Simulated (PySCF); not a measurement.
Species: aluminum trihydride, AlH3.
Geometry (PBE0-D3(BJ)/def2-SVP, Å), atoms numbered from 1 in this order:
```
atom  x, y, z in Å
Al1    0.0049    0.0023   -0.0104
H2     1.5886   -0.1427   -0.0247
H3    -0.9125   -1.2968    0.0063
H4    -0.6605    1.4468   -0.0169
```

Method used: PBE0-D3(BJ)/def2-SVP geometry optimisation, gas phase in PySCF 2.14.0.

Masses are those of the commonest isotopes; rigid-rotor values at the optimised geometry. 

Give the principal moments of inertia and the rotational constants in GHz.

Ia = 3.82, Ib = 3.83, Ic = 7.65 u·Å²; 505379 MHz·u·Å²/I gives 132230, 132101 and 66083 MHz, that is A = 132.23, B = 132.10, C = 66.083 GHz.

What kind of rotor is it?

An oblate symmetric top, as the point group D3h requires two equal moments; the computed ones differ by 0.10 % because the geometry is symmetric only within the optimiser's tolerance. Ray's parameter κ = (2B − A − C)/(A − C) = 0.996; −1 is the prolate and +1 the oblate limit.

What does the inertial defect say?

Planar: Δ = Ic − Ia − Ib = 0.00 u·Å². For a rigid frame Δ = −2 Σ m c², so it vanishes when all atoms lie in the ab plane; here none is more than 0.01 Å from it.

The point group D3h allows no dipole (computed: 0.01 D), so a rigid rotor has no electric-dipole lines.

Estimate the classical rotational partition function at 50 K, 200 K and 298.15 K.

Point group D3h, symmetry number σ = 6; q = (√π/σ)·√((kT/h)³/(ABC)), k/h = 20836.6 MHz/K: 9.2 at 50 K, 74.0 at 200 K, 135 at 298.15 K.

Stationary, but not proved a minimum. No vibrational averaging or centrifugal distortion is included, and the geometry carries the error of its method.

The run took 1.1 s wall on Arm Neoverse V1, one thread, shared host with 32 logical CPUs at a one-minute load of 19, and the process peaked at 0.23 GiB of memory. This is the geometry optimisation.
